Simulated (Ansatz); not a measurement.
Write a Python script for Ansatz 0.2.0 through its Python package that makes a ladder of basis sets of CHF, SMILES [CH]F. Use (for the species named): B3LYP, STO-3G basis, multiplicity 1. The script varies basis: STO-3G, 6-31G, 6-31G*, def2-SVP, def2-SVPD, def2-TZVP, def2-TZVPP.

```xyz
3

C    -0.1281   -0.3592   -0.1064
F     0.9696   -0.0113    0.5302
H    -0.8415    0.3705   -0.4238
```

The script, `run_basis.py`:
```python
"""Basis-set convergence for CHF."""

import ansatz as az

molecule = (
    az.Crystal.molecule()
    .atom("C", (-0.12813, -0.35919, -0.10637))
    .atom("F", (0.96961, -0.01128, 0.53017))
    .atom("H", (-0.84147, 0.37047, -0.4238))
)

job = molecule.calculation().functional("b3lyp")

energies = {}
for basis in ["STO-3G", "6-31G", "6-31G*", "def2-SVP", "def2-SVPD", "def2-TZVP", "def2-TZVPP"]:
    rep = job.basis(gaussian=basis).run(threads=1).report
    size = rep["n_frozen"] + rep["n_occupied"][0] + rep["n_virtual"][0]
    energies[basis] = (rep["reference_energy_ev"] / 27.211386246, rep["free_energy_ev"] / 27.211386246)
    print(f"{basis:14s} {size:4d} orbitals  reference {energies[basis][0]:14.6f} Ha  total {energies[basis][1]:14.6f} Ha")

last = energies["def2-TZVPP"][1]
for basis, (_, total) in energies.items():
    print(f"{basis:14s} lies {27.211386 * (total - last):9.4f} eV above def2-TZVPP")
```

`python run_basis.py` gives:
```text
STO-3G           11 orbitals  reference    -136.442717 Ha  total    -136.442717 Ha
6-31G            20 orbitals  reference    -138.342107 Ha  total    -138.342107 Ha
6-31G*           32 orbitals  reference    -138.381189 Ha  total    -138.381189 Ha
def2-SVP         33 orbitals  reference    -138.278669 Ha  total    -138.278669 Ha
def2-SVPD        51 orbitals  reference    -138.291755 Ha  total    -138.291755 Ha
def2-TZVP        68 orbitals  reference    -138.452321 Ha  total    -138.452321 Ha
def2-TZVPP       76 orbitals  reference    -138.452781 Ha  total    -138.452781 Ha
STO-3G         lies   54.6966 eV above def2-TZVPP
6-31G          lies    3.0116 eV above def2-TZVPP
6-31G*         lies    1.9481 eV above def2-TZVPP
def2-SVP       lies    4.7378 eV above def2-TZVPP
def2-SVPD      lies    4.3817 eV above def2-TZVPP
def2-TZVP      lies    0.0125 eV above def2-TZVPP
def2-TZVPP     lies    0.0000 eV above def2-TZVPP
```

Against STO-3G: 6-31G -1899.4 mHa, 6-31G* -1938.5 mHa, def2-SVP -1836.0 mHa, def2-SVPD -1849.0 mHa, def2-TZVP -2009.6 mHa and def2-TZVPP -2010.1 mHa. The last step alone is -0.46 mHa (these two sets differ little on atoms other than hydrogen).

Caveats:
- The drop along the ladder measures the basis error, and is no property of the molecule.
- The geometry is a force-field or estimated start, not a minimum of this method, and the last set is no limit. Much of the fall in a total is atomic energy, which cancels in bond and reaction energies.
- b3lyp holds the VWN-RPA fit, as in Gaussian; the form of ORCA and Turbomole is b3lyp5.
- Totals across families of basis sets mostly measure their core functions.
- Finished in 2.2 s on 1 thread of Intel(R) Xeon(R) Processor @ 2.30GHz, on a shared host, peak memory 0.19 GiB.
